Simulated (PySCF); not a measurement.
## Helium: a sound run and one with changed settings

Sound run: He 1s2, He⁺ 1s1. Computed with PySCF 2.14 in cc-pVDZ, with no relativity, point nucleus. The sound run starts from symmetry-adapted Hartree-Fock orbitals and uses a fine grid where one is needed.

Changed run: radial step 1.2 in ln r (0.13 in the sound run). This setting is unsound on purpose.

```
species  method  sound run (hartree)  changed run (hartree)  converged
     He     UHF             -2.85516               -2.85516        yes
     He     LDA             -2.82671               -2.82288        yes
     He   B3LYP             -2.90705               -2.90373        yes
    He⁺     UHF             -1.99362               -1.99362        yes
    He⁺     LDA             -1.93633               -1.91821        yes
    He⁺   B3LYP             -1.99316               -1.98129        yes
```

Ionisation energy of He:

```json
{"method": "UHF", "sound run (eV)": "23.444", "changed run (eV)": "23.444"}
{"method": "LDA", "sound run (eV)": "24.228", "changed run (eV)": "24.617"}
{"method": "B3LYP", "sound run (eV)": "24.868", "changed run (eV)": "25.101"}
```

A coarse radial grid mis-integrates the density and the exchange-correlation energy, with errors of either sign; Hartree-Fock needs no grid.

For comparison, NIST gives 24.587 eV between the lowest levels.
